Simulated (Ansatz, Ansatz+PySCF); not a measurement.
Two shapes of doublet CH₃.

Shape 1:

```xyz
4

C    -0.0331   -0.0197    0.0319
H     1.0791    0.0023   -0.0487
H    -0.5446    0.9942    0.0021
H    -0.5378   -0.9206    0.0434
```

Shape 2:

```xyz
4

C    -0.0799   -0.0294    0.0171
H     1.0908    0.0470   -0.0678
H    -0.5421    0.9893    0.0517
H    -0.5300   -0.9211   -0.0060
```

Basis set: 6-31G (spherical functions). Correlated methods keep 1 orbital frozen. Charge 0, multiplicity 2.

Computed with Ansatz (development build ahead of 0.2.0); each method stands on the lowest determinant of its kind that the runs found.

Question: Which shape is lower in energy, and by how much in each method?

Answer:

```tsv
method	E(2) − E(1) (eV)
UHF	0.235
UHF-MP2	0.232
```

Shape 1 is lower.
